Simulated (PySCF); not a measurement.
# Vertical excitation energies

Acetylethylenimine, C₄H₇NO.
SMILES: `O=C(C)N1CC1`

Method used: TDDFT PBE0/def2-SVPD, vertical, gas phase, core orbitals frozen in the response in PySCF 2.14.0, density-fitted response routines. The structure is a single GFN2-xTB conformer in the gas phase; no vibrational or solvent corrections. Torsions of this conformer, `[CH3:1][C:2](=[O:3])[N:4]1[CH2:5][CH2:6]1`: C1–C2–N4–C5 144°.

```json
{"state": "S1", "E (eV)": "5.40", "E (kJ/mol)": "521", "λ (nm)": "229.5", "f": "0.0039", "main configurations (H = HOMO, L = LUMO)": "H→L (69%), H-1→L (18%)"}
{"state": "S2", "E (eV)": "6.71", "E (kJ/mol)": "647", "λ (nm)": "184.8", "f": "0.058", "main configurations (H = HOMO, L = LUMO)": "H→L+1 (40%), H-1→L (33%), H→L (24%)"}
{"state": "S3", "E (eV)": "7.02", "E (kJ/mol)": "677", "λ (nm)": "176.7", "f": "0.082", "main configurations (H = HOMO, L = LUMO)": "H→L+1 (44%), H-1→L (43%)"}
{"state": "S4", "E (eV)": "7.33", "E (kJ/mol)": "707", "λ (nm)": "169.2", "f": "0.125", "main configurations (H = HOMO, L = LUMO)": "H-1→L+1 (90%)"}
{"state": "S5", "E (eV)": "7.46", "E (kJ/mol)": "720", "λ (nm)": "166.1", "f": "0.0068", "main configurations (H = HOMO, L = LUMO)": "H→L+2 (89%)"}
{"state": "S6", "E (eV)": "7.71", "E (kJ/mol)": "744", "λ (nm)": "160.8", "f": "0.037", "main configurations (H = HOMO, L = LUMO)": "H→L+3 (85%)"}
```

Triplets, Tamm–Dancoff:

```tsv
state	E (eV)	λ (nm)	main configurations (H = HOMO, L = LUMO)
T1	4.82	257.1	H→L (81%), H→L+1 (12%)
T2	5.29	234.4	H-1→L (78%), H-1→L+1 (11%)
```

The lowest singlet lies at 5.40 eV (230 nm, ultraviolet) and is very weak; its leading configuration is HOMO→LUMO (69%). The most intense listed level is S4 at 7.33 eV (169 nm, f = 0.125), 1.93 eV above S1. Löwdin shares by element: HOMO oxygen 53%, nitrogen 21%, carbon 15% or more; LUMO carbon 36% or more, oxygen 22%, nitrogen 11% (atoms not listed hold the other 31%). The oscillator strengths of these states sum to 0.312; summed over the whole spectrum of an exact calculation they would give the number of electrons, 46 (Thomas–Reiche–Kuhn). Of the 6 states listed, 4 reach f = 0.01 and none stays under 0.0005. Orbital energies (eV): HOMO-3 -10.37, HOMO-2 -10.22, HOMO-1 -7.72, HOMO -7.30, LUMO 0.18, LUMO+1 0.70, LUMO+2 1.21. Singlets were solved by full linear response, triplets in the Tamm–Dancoff approximation.
